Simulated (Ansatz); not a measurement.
```yaml
crystal:
  periodic: [false, false, false]
  atoms:
    - {symbol: N, position_ang: [-1.022139, 0.109663, -0.711931]}
    - {symbol: B, position_ang: [-0.010786, -0.662381, -0.133788]}
    - {symbol: N, position_ang: [1.036776, -0.223502, 0.680544]}
    - {symbol: H, position_ang: [-1.739723, -0.289904, -1.287072]}
    - {symbol: H, position_ang: [-1.107228, 1.109304, -0.598079]}
    - {symbol: H, position_ang: [1.180608, 0.739071, 0.949334]}
    - {symbol: H, position_ang: [1.723793, -0.850351, 1.055293]}
basis:
  gaussian: {orbitals: cc-pVTZ-PP}
total_charge: 1
hamiltonian: {xc: {name: B2GP-PLYP}}
output: {forces: true}
```

```sh
$ ansatz run in.yaml --threads 2 --pin off --events-out ev --progress --plain --max-ram 32768MiB --backend cpu
```

It prints (some lines left out):

```
Functional definition: B2GP-PLYP
Error: <dir> the basis set cc-pVTZ-PP has no functions for N
```

In this input the basis set is misnamed or doesn't suit the job. The input was rejected before any iteration.
